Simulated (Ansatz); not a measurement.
Caution, from a PySCF single point (B3LYP-D3(BJ)/def2-TZVPD) at this geometry: the highest occupied level lies above zero, so the state may not be bound. Another site gives an ion 0.10 eV lower (`[CH2-]CC`) at the level frozen-core CCSD(T)/aug-cc-pVTZ // B3LYP-D3(BJ)/def2-TZVPD (Ansatz, a program for electronic structure).

A geometry relaxed with B3LYP-D3(BJ)/def2-TZVPD (Ansatz), charge -1, multiplicity 1:

```xyz
10

C     -1.1937    -0.2819    -0.2135
H     -1.1465    -1.3673    -0.3890
C      1.2229     0.0431     0.2293
H      2.1189     0.6433     0.0262
H     -2.0843     0.0779    -0.7440
H      1.0176     0.1426     1.3425
H     -1.4219    -0.1855     0.8955
H     -0.0959     1.5118    -0.5867
H      1.5191    -1.0088     0.0995
C      0.0638     0.4248    -0.6599
```

Task: Write the SMILES of this molecule.

Result: `C[CH-]C`
